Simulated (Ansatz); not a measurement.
Ansatz (a first-principles code) input (HF/6-31G*):

Ansatz 0.2 input:
```yaml
crystal:
  periodic: [false, false, false]
  atoms:
    - {symbol: S, position_ang: [-0.00746688, 0.00931660, 1.19088546]}
    - {symbol: C, position_ang: [-0.00308194, 1.23365217, -0.02533087]}
    - {symbol: C, position_ang: [0.00327830, -1.23389717, -0.00598672]}
    - {symbol: C, position_ang: [0.00603659, 0.70860210, -1.26374910]}
    - {symbol: C, position_ang: [0.00974025, -0.72828723, -1.25248472]}
    - {symbol: H, position_ang: [-0.00750813, 2.26913194, 0.24772499]}
    - {symbol: H, position_ang: [0.00417879, -2.26497784, 0.28326976]}
    - {symbol: H, position_ang: [0.01008809, 1.29915480, -2.16024331]}
    - {symbol: H, position_ang: [0.01687208, -1.33279365, -2.13961037]}
basis:
  gaussian:
    orbitals: 6-31G*
hamiltonian:
  xc: {name: HF}
phonons: {temperatures: {t_min: 298.15, t_max: 298.15, t_step: 100}}
```

Output:

```
WARN ansatz: RAYON_NUM_THREADS=1 ignored (pool sized by the plan → 1); use --threads N
Functional definition: HF
integrals: 0.03 GiB planned
971 factors; integrals over basis functions are off by at most 4.1e-4 eV
mean field: 0.23 GiB planned
mean field evaluation 1: about -14998.9960 eV, gradient 2.7e1 eV
mean field evaluation 2: about -14999.1125 eV, gradient 2.6e1 eV
mean field evaluation 4: about -15001.3048 eV, gradient 4.3e0 eV
mean field evaluation 8: about -15001.3744 eV, gradient 1.4e-1 eV
mean field -15001.37462062 eV, -551.2903490110 hartree, gradient 1.5e-5 eV, S^2 0.000000; 0 other end points of the search recorded, 0 dependent functions left out
the calculation of the forces begins
reference -15001.37462062 eV, -551.2903490110 hartree; 22, 22 occupied and 65, 65 virtual orbitals, 971 factors
these checks for a lower state are left out or cut short: stability, starts, cluster_reference, orbital_swaps, neighbouring_geometries, increment
integrals: 0.03 GiB planned
971 factors; integrals over basis functions are off by at most 4.1e-4 eV
mean field: 0.23 GiB planned
mean field evaluation 16: about -15001.3745 eV, gradient 5.6e-5 eV
mean field -15001.37454821 eV, -551.2903463499 hartree, gradient 2.1e-6 eV, S^2 0.000000; 0 other end points of the search recorded, 0 dependent functions left out
the calculation of the forces begins
reference -15001.37454821 eV, -551.2903463499 hartree; 22, 22 occupied and 65, 65 virtual orbitals, 971 factors
these checks for a lower state are left out or cut short: stability, starts, cluster_reference, orbital_swaps, neighbouring_geometries, increment
integrals: 0.03 GiB planned
971 factors; integrals over basis functions are off by at most 4.1e-4 eV
mean field: 0.23 GiB planned
mean field -15001.37454502 eV, -551.2903462325 hartree, gradient 2.2e-6 eV, S^2 0.000000; 0 other end points of the search recorded, 0 dependent functions left out
the calculation of the forces begins
reference -15001.37454502 eV, -551.2903462325 hartree; 22, 22 occupied and 65, 65 virtual orbitals, 971 factors
these checks for a lower state are left out or cut short: stability, starts, cluster_reference, orbital_swaps, neighbouring_geometries, increment
integrals: 0.03 GiB planned
971 factors; integrals over basis functions are off by at most 4.1e-4 eV
mean field: 0.23 GiB planned
mean field evaluation 32: about -15001.3744 eV, gradient 4.4e-6 eV
mean field -15001.37441020 eV, -551.2903412781 hartree, gradient 4.4e-6 eV, S^2 0.000000; 0 other end points of the search recorded, 0 dependent functions left out
the calculation of the forces begins
reference -15001.37441020 eV, -551.2903412781 hartree; 22, 22 occupied and 65, 65 virtual orbitals, 971 factors
these checks for a lower state are left out or cut short: stability, starts, cluster_reference, orbital_swaps, neighbouring_geometries, increment
integrals: 0.03 GiB planned
971 factors; integrals over basis functions are off by at most 4.1e-4 eV
mean field: 0.23 GiB planned
mean field -15001.37440621 eV, -551.2903411313 hartree, gradient 4.4e-6 eV, S^2 0.000000; 0 other end points of the search recorded, 0 dependent functions left out
the calculation of the forces begins
reference -15001.37440621 eV, -551.2903411313 hartree; 22, 22 occupied and 65, 65 virtual orbitals, 971 factors
these checks for a lower state are left out or cut short: stability, starts, cluster_reference, orbital_swaps, neighbouring_geometries, increment
integrals: 0.03 GiB planned
971 factors; integrals over basis functions are off by at most 4.1e-4 eV
mean field: 0.23 GiB planned
mean field -15001.37448302 eV, -551.2903439540 hartree, gradient 2.2e-6 eV, S^2 0.000000; 0 other end points of the search recorded, 0 dependent functions left out
the calculation of the forces begins
reference -15001.37448302 eV, -551.2903439540 hartree; 22, 22 occupied and 65, 65 virtual orbitals, 971 factors
these checks for a lower state are left out or cut short: stability, starts, cluster_reference, orbital_swaps, neighbouring_geometries, increment
integrals: 0.03 GiB planned
971 factors; integrals over basis functions are off by at most 4.1e-4 eV
mean field: 0.23 GiB planned
mean field -15001.37448406 eV, -551.2903439925 hartree, gradient 2.3e-6 eV, S^2 0.000000; 0 other end points of the search recorded, 0 dependent functions left out
the calculation of the forces begins
reference -15001.37448406 eV, -551.2903439925 hartree; 22, 22 occupied and 65, 65 virtual orbitals, 971 factors
these checks for a lower state are left out or cut short: stability, starts, cluster_reference, orbital_swaps, neighbouring_geometries, increment
integrals: 0.03 GiB planned
971 factors; integrals over basis functions are off by at most 4.1e-4 eV
mean field: 0.23 GiB planned
mean field -15001.37433410 eV, -551.2903384816 hartree, gradient 4.4e-6 eV, S^2 0.000000; 0 other end points of the search recorded, 0 dependent functions left out
the calculation of the forces begins
reference -15001.37433410 eV, -551.2903384816 hartree; 22, 22 occupied and 65, 65 virtual orbitals, 971 factors
these checks for a lower state are left out or cut short: stability, starts, cluster_reference, orbital_swaps, neighbouring_geometries, increment
integrals: 0.03 GiB planned
971 factors; integrals over basis functions are off by at most 4.1e-4 eV
mean field: 0.23 GiB planned
mean field evaluation 64: about -15001.3743 eV, gradient 4.5e-6 eV
mean field -15001.37434043 eV, -551.2903387142 hartree, gradient 4.5e-6 eV, S^2 0.000000; 0 other end points of the search recorded, 0 dependent functions left out
the calculation of the forces begins
reference -15001.37434043 eV, -551.2903387142 hartree; 22, 22 occupied and 65, 65 virtual orbitals, 971 factors
these checks for a lower state are left out or cut short: stability, starts, cluster_reference, orbital_swaps, neighbouring_geometries, increment
integrals: 0.03 GiB planned
971 factors; integrals over basis functions are off by at most 4.1e-4 eV
mean field: 0.23 GiB planned
mean field -15001.37448825 eV, -551.2903441463 hartree, gradient 2.9e-6 eV, S^2 0.000000; 0 other end points of the search recorded, 0 dependent functions left out
the calculation of the forces begins
reference -15001.37448825 eV, -551.2903441463 hartree; 22, 22 occupied and 65, 65 virtual orbitals, 971 factors
these checks for a lower state are left out or cut short: stability, starts, cluster_reference, orbital_swaps, neighbouring_geometries, increment
integrals: 0.03 GiB planned
971 factors; integrals over basis functions are off by at most 4.1e-4 eV
mean field: 0.23 GiB planned
mean field -15001.37449619 eV, -551.2903444381 hartree, gradient 2.8e-6 eV, S^2 0.000000; 0 other end points of the search recorded, 0 dependent functions left out
the calculation of the forces begins
reference -15001.37449619 eV, -551.2903444381 hartree; 22, 22 occupied and 65, 65 virtual orbitals, 971 factors
these checks for a lower state are left out or cut short: stability, starts, cluster_reference, orbital_swaps, neighbouring_geometries, increment
integrals: 0.03 GiB planned
971 factors; integrals over basis functions are off by at most 4.1e-4 eV
mean field: 0.23 GiB planned
mean field -15001.37459055 eV, -551.2903479058 hartree, gradient 1.6e-6 eV, S^2 0.000000; 0 other end points of the search recorded, 0 dependent functions left out
the calculation of the forces begins
reference -15001.37459055 eV, -551.2903479058 hartree; 22, 22 occupied and 65, 65 virtual orbitals, 971 factors
these checks for a lower state are left out or cut short: stability, starts, cluster_reference, orbital_swaps, neighbouring_geometries, increment
integrals: 0.03 GiB planned
971 factors; integrals over basis functions are off by at most 4.1e-4 eV
mean field: 0.23 GiB planned
mean field -15001.37460089 eV, -551.2903482856 hartree, gradient 1.6e-6 eV, S^2 0.000000; 0 other end points of the search recorded, 0 dependent functions left out
the calculation of the forces begins
reference -15001.37460089 eV, -551.2903482856 hartree; 22, 22 occupied and 65, 65 virtual orbitals, 971 factors
these checks for a lower state are left out or cut short: stability, starts, cluster_reference, orbital_swaps, neighbouring_geometries, increment
integrals: 0.03 GiB planned
971 factors; integrals over basis functions are off by at most 4.1e-4 eV
mean field: 0.23 GiB planned
mean field evaluation 96: about -15001.3746 eV, gradient 1.5e-6 eV
mean field -15001.37455852 eV, -551.2903467289 hartree, gradient 1.9e-6 eV, S^2 0.000000; 0 other end points of the search recorded, 0 dependent functions left out
the calculation of the forces begins
reference -15001.37455852 eV, -551.2903467289 hartree; 22, 22 occupied and 65, 65 virtual orbitals, 971 factors
these checks for a lower state are left out or cut short: stability, starts, cluster_reference, orbital_swaps, neighbouring_geometries, increment
integrals: 0.03 GiB planned
971 factors; integrals over basis functions are off by at most 4.1e-4 eV
mean field: 0.23 GiB planned
mean field -15001.37455577 eV, -551.2903466278 hartree, gradient 1.8e-6 eV, S^2 0.000000; 0 other end points of the search recorded, 0 dependent functions left out
the calculation of the forces begins
reference -15001.37455577 eV, -551.2903466278 hartree; 22, 22 occupied and 65, 65 virtual orbitals, 971 factors
these checks for a lower state are left out or cut short: stability, starts, cluster_reference, orbital_swaps, neighbouring_geometries, increment
integrals: 0.03 GiB planned
971 factors; integrals over basis functions are off by at most 4.1e-4 eV
mean field: 0.23 GiB planned
mean field -15001.37453357 eV, -551.2903458118 hartree, gradient 1.6e-6 eV, S^2 0.000000; 0 other end points of the search recorded, 0 dependent functions left out
the calculation of the forces begins
reference -15001.37453357 eV, -551.2903458118 hartree; 22, 22 occupied and 65, 65 virtual orbitals, 971 factors
these checks for a lower state are left out or cut short: stability, starts, cluster_reference, orbital_swaps, neighbouring_geometries, increment
integrals: 0.03 GiB planned
971 factors; integrals over basis functions are off by at most 4.1e-4 eV
mean field: 0.23 GiB planned
mean field -15001.37452388 eV, -551.2903454558 hartree, gradient 1.6e-6 eV, S^2 0.000000; 0 other end points of the search recorded, 0 dependent functions left out
the calculation of the forces begins
reference -15001.37452388 eV, -551.2903454558 hartree; 22, 22 occupied and 65, 65 virtual orbitals, 971 factors
these checks for a lower state are left out or cut short: stability, starts, cluster_reference, orbital_swaps, neighbouring_geometries, increment
integrals: 0.03 GiB planned
971 factors; integrals over basis functions are off by at most 4.1e-4 eV
mean field: 0.23 GiB planned
mean field -15001.37459585 eV, -551.2903481004 hartree, gradient 2.4e-6 eV, S^2 0.000000; 0 other end points of the search recorded, 0 dependent functions left out
the calculation of the forces begins
reference -15001.37459585 eV, -551.2903481004 hartree; 22, 22 occupied and 65, 65 virtual orbitals, 971 factors
these checks for a lower state are left out or cut short: stability, starts, cluster_reference, orbital_swaps, neighbouring_geometries, increment
integrals: 0.03 GiB planned
971 factors; integrals over basis functions are off by at most 4.1e-4 eV
mean field: 0.23 GiB planned
mean field evaluation 128: about -15001.3746 eV, gradient 2.2e-6 eV
mean field -15001.37458618 eV, -551.2903477453 hartree, gradient 2.3e-6 eV, S^2 0.000000; 0 other end points of the search recorded, 0 dependent functions left out
the calculation of the forces begins
reference -15001.37458618 eV, -551.2903477453 hartree; 22, 22 occupied and 65, 65 virtual orbitals, 971 factors
Total energy: -15001.37462062 eV, -551.2903490110 hartree
Atom 0 at    -0.007467     0.009317     1.190885 Å, force     0.000008    -0.000010    -0.001228 eV/Å
Atom 1 at    -0.003082     1.233652    -0.025331 Å, force     0.000006     0.000359    -0.001033 eV/Å
Atom 2 at     0.003278    -1.233897    -0.005987 Å, force     0.000007    -0.000375    -0.001027 eV/Å
Atom 3 at     0.006037     0.708602    -1.263749 Å, force    -0.000014     0.002095     0.001377 eV/Å
Atom 4 at     0.009740    -0.728287    -1.252485 Å, force    -0.000003    -0.002073     0.001410 eV/Å
Atom 5 at    -0.007508     2.269132     0.247725 Å, force    -0.000011    -0.000834     0.002099 eV/Å
Atom 6 at     0.004179    -2.264978     0.283270 Å, force    -0.000015     0.000866     0.002086 eV/Å
Atom 7 at     0.010088     1.299155    -2.160243 Å, force     0.000019    -0.002713    -0.001821 eV/Å
Atom 8 at     0.016872    -1.332794    -2.139610 Å, force     0.000005     0.002684    -0.001863 eV/Å
Dipole moment:     0.001172    -0.001462    -0.186903 e Å
Vibrations: 483.26 617.06 657.34 803.75 807.13 813.65 890.33 952.19 1029.08 1052.87 1108.00 1213.01 1215.56 1412.69 1534.97 1596.87 1740.50 3391.63 3406.28 3442.23 3444.34 cm⁻¹, zero-point energy 1.959739 eV
```

The blocks after the first are displaced geometries, from whose forces the wavenumbers follow.
